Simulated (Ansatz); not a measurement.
**AlSiH4O (SMILES [AlH][O][SiH3]) at UCCSD(T)/aug-cc-pVDZ**

Aim: the vertical ionisation energy of AlSiH4O at UCCSD(T)/aug-cc-pVDZ, from 2 runs. 

Program for the calculation: Ansatz 0.2.0.

63 further runs of the same task are left out: 63 set aside as unsound or not needed.

**1. The molecule**

AlSiH4O has 7 atoms, charge 0, and is taken as a doublet. SMILES: `[AlH][O][SiH3]`. Geometry: relaxed at PBE0-D4/def2-TZVP. This is one conformer, not always the lowest.

Bond lengths: Al1–O2 1.689 Å, O2–Si3 1.627 Å, Al1–H4 1.609 Å, Si3–H5 1.487 Å, Si3–H6 1.487 Å, Si3–H7 1.488 Å. Angles: Al1–O2–Si3 169.6°, O2–Al1–H4 116.0°, O2–Si3–H5 110.0°, O2–Si3–H6 110.2°, O2–Si3–H7 110.3°, H5–Si3–H6 108.8°, H5–Si3–H7 108.7°, H6–Si3–H7 108.8°.

**2. A single-point energy at UCCSD(T)/aug-cc-pVDZ**

run.yaml reads:

```yaml
crystal:
  periodic: [false, false, false]
  atoms:
    - symbol: Al
      position_ang: [-1.643700, -1.503700, -0.201100]
    - symbol: O
      position_ang: [-0.403000, -0.368600, -0.047300]
    - symbol: Si
      position_ang: [0.870900, 0.567400, 0.335800]
    - symbol: H
      position_ang: [-2.580100, -1.352800, -1.500200]
    - symbol: H
      position_ang: [1.204400, 1.463600, -0.802700]
    - symbol: H
      position_ang: [0.554900, 1.401200, 1.526200]
    - symbol: H
      position_ang: [2.057800, -0.275200, 0.643500]
basis:
  gaussian:
    orbitals: aug-cc-pVDZ
magnetization:
  spin_polarized: true
  initial_magnetization: 1
accuracy: high
scf:
  omitted_lower_state_checks: [cluster_reference, increment]
correlation:
  method: ccsd_t
  frozen_orbitals: {Al: 5, H: 0, O: 1, Si: 5}
```

Command:

```
$ ansatz run run.yaml --threads 1 --pin off --max-ram 3480MiB --events-out events.jsonl --progress --plain --runs-dir runs
```

The program printed, shortened:

```text
Warning: RAYON_NUM_THREADS=1 ignored (pool sized by the plan → 1); use --threads N
Functional definition: HF
  name "HF"
[...]
2252 factors; integrals over basis functions are off by at most 3.4e-9 eV
[...]
mean field -16547.29804967 eV, -608.1019871641 hartree, gradient 2.8e-8 eV, S^2 0.757263; 0 other end points of the search recorded, 0 dependent functions left out
11 core orbitals not correlated: weight in the atoms' cores, before any rotation towards them, 1.000 or more for the frozen orbitals, at most 0.000 for the correlated occupied ones
reference -16547.29804967 eV, -608.1019871641 hartree; 9, 8 occupied and 93, 94 virtual orbitals, 2252 factors
second order -9.64881880 eV of doubles, -0.00000000 eV of singles
cycle   1  -10.15274409 eV  change   -5.0e-1 eV  update   9.4e-2
[...]
cycle  24  -10.60624473 eV  change  -7.3e-10 eV  update   1.9e-9
perturbative correction -0.28636443 eV, -0.0105236987 hartree
Total energy: -16558.19065884 eV, -608.5022831676 hartree
Checks for a lower state left out: cluster_reference, increment
```

Wall time 1.7 min (1 thread of Arm Neoverse V1, shared host); peak memory 1.9 GiB.

**3. The singlet cation at the same level**

run.yaml reads:

```yaml
crystal:
  periodic: [false, false, false]
  atoms:
    - {symbol: Al, position_ang: [-1.643700, -1.503700, -0.201100]}
    - {symbol: O, position_ang: [-0.403000, -0.368600, -0.047300]}
    - {symbol: Si, position_ang: [0.870900, 0.567400, 0.335800]}
    - {symbol: H, position_ang: [-2.580100, -1.352800, -1.500200]}
    - {symbol: H, position_ang: [1.204400, 1.463600, -0.802700]}
    - {symbol: H, position_ang: [0.554900, 1.401200, 1.526200]}
    - {symbol: H, position_ang: [2.057800, -0.275200, 0.643500]}
basis:
  gaussian:
    orbitals: aug-cc-pVDZ
total_charge: 1
correlation:
  method: ccsd_t
  frozen_orbitals: {Al: 5, H: 0, O: 1, Si: 5}
accuracy: high
scf:
  omitted_lower_state_checks: [cluster_reference, increment]
```

Command:

```
$ ansatz run run.yaml --threads 1 --pin off --max-ram 3480MiB --events-out events.jsonl --progress --plain --runs-dir runs
```

The program printed, shortened:

```text
Warning: RAYON_NUM_THREADS=1 ignored (pool sized by the plan → 1); use --threads N
[... 2 set-up lines as earlier in the session ...]
[...]
2253 factors; integrals over basis functions are off by at most 3.4e-9 eV
[...]
mean field -16539.47707964 eV, -607.8145718167 hartree, gradient 1.4e-8 eV, S^2 0.000000; 0 other end points of the search recorded, 0 dependent functions left out
11 core orbitals not correlated: weight in the atoms' cores, before any rotation towards them, 1.000 or more for the frozen orbitals, at most 0.000 for the correlated occupied ones
reference -16539.47707964 eV, -607.8145718167 hartree; 8, 8 occupied and 94, 94 virtual orbitals, 2253 factors
second order -9.67472676 eV of doubles, -0.00000000 eV of singles
cycle   1  -10.09286352 eV  change   -4.2e-1 eV  update   1.1e-1
[...]
cycle  25  -10.58876081 eV  change   -1.3e-9 eV  update  8.9e-10
perturbative correction -0.30270640 eV, -0.0111242549 hartree
Total energy: -16550.36854685 eV, -608.2148258539 hartree
Checks for a lower state left out: cluster_reference, increment
```

Run time: 29 s. Hardware: 1 thread of Arm Neoverse V1, shared host; peak memory 0.96 GiB.

**4. Results**

Level: UCCSD(T)/aug-cc-pVDZ, 11 core orbitals frozen.

| quantity | value |
| --- | --- |
| doublet AlSiH4O: total energy | -608.50228 Eh |
| doublet AlSiH4O: correlation energy (11 core orbitals frozen) | -400.3 mEh |
| doublet AlSiH4O: (T) correction | -10.52 mEh |
| doublet AlSiH4O: ⟨S²⟩ of the reference determinant | 0.757 |
| doublet AlSiH4O: T1 diagnostic | 0.016 |
| singlet cation: total energy | -608.21483 Eh |
| singlet cation: correlation energy (11 core orbitals frozen) | -400.3 mEh |
| singlet cation: (T) correction | -11.12 mEh |
| singlet cation: T1 diagnostic | 0.021 |
| vertical ionisation energy (to the singlet cation) | 7.822 eV |

In words: Removing an electron at fixed nuclei costs 7.82 eV (180 kcal/mol). Only the singlet of the ionised species was computed; a triplet could lie lower. The triples (doublet AlSiH4O) make up 2.6 % of the correlation energy. The T1 diagnostic (singlet cation) of 0.021 is above the customary mark for such species, so a single reference may not serve. The triples (singlet cation) make up 2.8 % of the correlation energy.
